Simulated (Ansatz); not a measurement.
Ideal-gas functions of `FN(F)F` at 298.15 K and 1 bar, from an Ansatz frequency run at PBE0-D4/def2-TZVP.

Molar mass 71.0 g/mol, point group C3v (symmetry number 3), electronic degeneracy 1, moments of inertia 46.562, 46.565, 85.081 u Å². Harmonic wavenumbers (cm⁻¹, unscaled): 513, 513, 682, 953, 953, 1092.

Use S(trans) = R[1.5 ln M + 2.5 ln T − 1.1517]; rotational temperatures θ = 24.2544 K / I; S(rot) = R[ln(√π/σ · √(T³/θAθBθC)) + 1.5]; for each mode x = 1.438777 ν̃/T, S = R[x/(eˣ − 1) − ln(1 − e⁻ˣ)] and H = RT x/(eˣ − 1); 1 cm⁻¹ = 0.0119627 kJ/mol; R = 8.31446 J/(mol·K).

Task: By hand: the entropy, in J/(mol·K).

Result: Translation 162.0. Rotation: θ = 0.5209, 0.5209, 0.2851 K, giving 89.8. Vibration, mode by mode: 2.62, 2.62, 1.37, 0.47, 0.47, 0.27, in all 7.8. Electronic 0.0. Sum 259.6 J/(mol·K).

Task: By hand: H − E and G − E in kJ/mol, counted from the electronic energy.

Result: Zero-point energy ½ × 4706 × 0.0119627 = 28.1; thermal vibration 1.7; translation, rotation and pV give 4 RT = 9.9. H − E = 39.7 kJ/mol, and G − E = 39.7 − 298.15 × 259.6/1000 = -37.7 kJ/mol.

Vibration gives 3 % of the entropy.
